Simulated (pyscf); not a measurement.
**Routes from `[OH][Al]1[CH2][CH2]1`**

Candidate steps break at most two bonds and form at most two. Each was searched with GFN2-xTB (tblite) first. Structures and frequencies: ωB97X-D3(BJ)/def2-SVP in PySCF. MP2 and CC: frozen core, UHF for open shells. ΔMP2 is the change of the MP2 total energy from the triple- to the quadruple-zeta basis. Energies: CCSD(T)/def2-TZVPP + ΔMP2(QZVPP), kcal/mol, from the reactant's lowest minimum found, singlet surface; ΔG‡ with ideal gas, 1 atm, RRHO with modes under 100 cm⁻¹ raised to 100, one conformer, R ln 2 for chiral ones without a mode under 150 cm⁻¹.

```
products                             type   ΔE‡    ΔE  ΔG‡ 298 K  ΔG‡ 900 K  ν‡ (cm⁻¹)
-------------------------  --------------  ----  ----  ---------  ---------  ---------
HO–Al [singlet] + H₂C=CH₂  cycloreversion  21.5  -7.6       21.5       23.0       524i
H₃C–CH₂–Al=O                rearrangement  53.0  -0.1       51.5       54.4      1810i
```

Plain bond fissions and candidates not yet searched are not listed, and one of them may be faster. Each barrier is that of the saddle found; lower ones may exist. A restricted solution here is unstable towards spin polarisation, so biradical character is likely and single-reference numbers are less safe. The CCSD(T) − MP2 part came from Ansatz, without density fitting, on the same reference.
